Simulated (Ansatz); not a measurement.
Input file for C₅H₁₀ (`CC1(C)CC1`):

```yaml
crystal:
  periodic: [false, false, false]
  atoms:
    - {symbol: C, position_ang: [-1.132910, -0.843510, -0.636313]}
    - {symbol: C, position_ang: [0.010566, -0.058031, -0.051875]}
    - {symbol: C, position_ang: [1.372608, -0.472932, -0.540526]}
    - {symbol: C, position_ang: [-0.112249, 0.405268, 1.368044]}
    - {symbol: C, position_ang: [-0.215413, 1.394292, 0.240683]}
    - {symbol: H, position_ang: [-2.092611, -0.497700, -0.245188]}
    - {symbol: H, position_ang: [-1.160151, -0.745004, -1.726008]}
    - {symbol: H, position_ang: [-1.038877, -1.908056, -0.400133]}
    - {symbol: H, position_ang: [1.572887, -1.521797, -0.300421]}
    - {symbol: H, position_ang: [2.159362, 0.131090, -0.082524]}
    - {symbol: H, position_ang: [1.451594, -0.358574, -1.626144]}
    - {symbol: H, position_ang: [-1.017659, 0.157474, 1.909604]}
    - {symbol: H, position_ang: [0.783013, 0.423790, 1.978470]}
    - {symbol: H, position_ang: [0.610263, 2.079995, 0.090588]}
    - {symbol: H, position_ang: [-1.190413, 1.813692, 0.021743]}
basis:
  gaussian: {orbitals: def2-TZVPP}
correlation: {method: ccsd_t}
output: {orbitals: {seedname: orbitals}}
```

```sh
$ ansatz run in.yaml --threads 4 --pin off --events-out ev --progress --plain --max-ram 10444MiB
```

The program prints (abridged):

```
Functional definition: HF
1703 factors; integrals over basis functions are off by at most 1.0e-3 eV
mean field evaluation 1: about -5307.0636 eV, gradient 4.1e1 eV
mean field evaluation 2: about -5307.2910 eV, gradient 4.0e1 eV
mean field evaluation 4: about -5311.7521 eV, gradient 4.7e0 eV
mean field evaluation 8: about -5311.8223 eV, gradient 2.0e-1 eV
mean field -5311.82246449 eV, -195.2058750876 hartree, gradient 3.1e-6 eV, S^2 0.000000; 0 other end points of the search recorded, 0 dependent functions left out
5 core orbitals not correlated: weight in the atoms' cores, before any rotation towards them, 1.000 or more for the frozen orbitals, at most 0.000 for the correlated occupied ones
reference -5311.82246449 eV, -195.2058750876 hartree; 15, 15 occupied and 275, 275 virtual orbitals, 1703 factors
second order -23.60559898 eV of doubles, -0.00000000 eV of singles
cycle   1  -24.29747570 eV  change   -6.9e-1 eV  update   9.0e-2
cycle   2  -24.86675857 eV  change   -5.7e-1 eV  update   2.5e-2
cycle   3  -24.94395101 eV  change   -7.7e-2 eV  update   9.0e-3
cycle   4  -24.94262849 eV  change    1.3e-3 eV  update   2.0e-3
cycle   5  -24.94350279 eV  change   -8.7e-4 eV  update   5.9e-4
cycle   6  -24.94367586 eV  change   -1.7e-4 eV  update   1.5e-4
cycle   7  -24.94365484 eV  change    2.1e-5 eV  update   4.2e-5
cycle   8  -24.94366720 eV  change   -1.2e-5 eV  update   1.3e-5
perturbative correction -1.01906144 eV, -0.0374498173 hartree
Total energy: -5337.78519313 eV, -196.1599877669 hartree
```

Hardware: 4 threads of an Arm Neoverse V1 on a shared host. Wall time 13 min, peak host memory 3.8 GiB.

Correlation energy per correlated electron: -0.865 eV. T1 diagnostic: 0.0082.
